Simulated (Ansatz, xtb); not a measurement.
**Ligand exchange: BH(CH3)Cl + C2H6Si → BH(CH3)(SiH3) + C2H3Cl**

Species: BH(CH3)Cl, singlet; C2H6Si (vinylsilane) `C=C[SiH3]`, singlet; BH(CH3)(SiH3), singlet; C2H3Cl `C=CCl`, singlet. The partners trade Cl for SiH3: B–Cl and C–SiH3 bonds give way to B–SiH3 and C–Cl.

Shapes, held fixed at every level: PBE0-D4/def2-TZVP. Programs: Ansatz 0.2.0, xtb 6.7.1. The zero-point and thermal change to 298 K, harmonic and unscaled (PBE0-D4/def2-TZVP), is -3.4 kJ/mol.

**Question.** Estimate ΔH(298 K) of this reaction.

**Answer.** The highest level, CCSD(T)/CBS estimate, gives ΔH(298 K) = +174.9 kJ/mol; the levels span +126.5 to +191.8. The column of differences is taken from that level and isn't an error. No measured value is set beside it here. The CBS estimate extrapolates MP2 from def2-TZVPP and def2-QZVPP and adds CCSD(T) − MP2 in the triple-zeta set, cores frozen. Times are processor times on shared x86 and Arm servers, and rough.

```
               level                    kind  ΔH(298 K) (kJ/mol)  less CCSD(T)/CBS estimate  CPU time (sum over the molecules)
            GFN2-xTB          semi-empirical              +126.5                      -48.4                             0.14 s
    SPW92/def2-TZVPP                     LDA              +159.3                      -15.6                              7.4 s
r2SCAN-D4/def2-TZVPP                meta-GGA              +169.5                       -5.4                               26 s
  wB97X-V/def2-TZVPP  range-separated hybrid              +169.5                       -5.4                               45 s
        MP2/def2-SVP     perturbation theory              +191.8                      +16.9                                  –
    CCSD(T)/def2-SVP   coupled cluster or CI              +183.9                       +9.0                               11 s
  CCSD(T)/def2-TZVPP   coupled cluster or CI              +175.3                       +0.4                              3 min
CCSD(T)/CBS estimate   coupled cluster or CI              +174.9                        0.0                            7.1 min
```
